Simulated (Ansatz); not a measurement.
Ansatz (a quantum-chemistry and plane-wave program) input (RI-MP2/cc-pV(T+d)Z):
A basis named .json is the Basis Set Exchange file of that set.

Ansatz 0.2 input:
```yaml
crystal:
  periodic: [false, false, false]
  atoms:
    - {symbol: C, position_ang: [1.53379673, 0.72178748, -0.05598659]}
    - {symbol: C, position_ang: [0.05413916, 0.71444552, -0.20590311]}
    - {symbol: S, position_ang: [-0.80245468, -0.74723182, 0.15829164]}
    - {symbol: H, position_ang: [-2.04112453, -0.30969112, -0.11921902]}
    - {symbol: H, position_ang: [-0.44898370, 1.46562804, -0.79670620]}
    - {symbol: H, position_ang: [1.90387340, 1.74551367, 0.02581078]}
    - {symbol: H, position_ang: [1.84946314, 0.17840682, 0.83876032]}
    - {symbol: H, position_ang: [2.04843123, 0.25845385, -0.90997389]}
basis:
  gaussian:
    orbitals: cc-pV_T+d_Z.json
    fitting: {mean_field: def2-universal-jkfit, correlation: cc-pVTZ-RIFIT.json}
magnetization: {spin_polarized: true, initial_magnetization: 1}
correlation: {method: mp2, electrons: outside_noble_gas}
```

Output:

```
Functional definition: HF
integrals: 0.10 GiB planned
368 factors; integrals over basis functions are off by at most 1.3e0 eV
434 factors; integrals over basis functions are off by at most 7.5e-1 eV
mean field: 0.39 GiB planned
mean field evaluation 1: about -12955.1231 eV, gradient 1.9e1 eV
mean field evaluation 2: about -12957.0519 eV, gradient 8.5e0 eV
mean field evaluation 4: about -12957.5678 eV, gradient 1.0e0 eV
mean field evaluation 8: about -12957.5941 eV, gradient 1.6e-6 eV
mean field -12957.59410053 eV, -476.1828002219 hartree, gradient 1.6e-6 eV, S^2 0.769832; 0 other end points of the search recorded, 0 dependent functions left out
7 core orbitals not correlated
reference -12957.59410053 eV, -476.1828002219 hartree; 10, 9 occupied and 152, 153 virtual orbitals, 434 factors
second order -13.65476748 eV of doubles, -0.00000000 eV of singles
Total energy: -12971.24886801 eV, -476.6846036712 hartree
```

It need not be the lowest isomer of its formula.
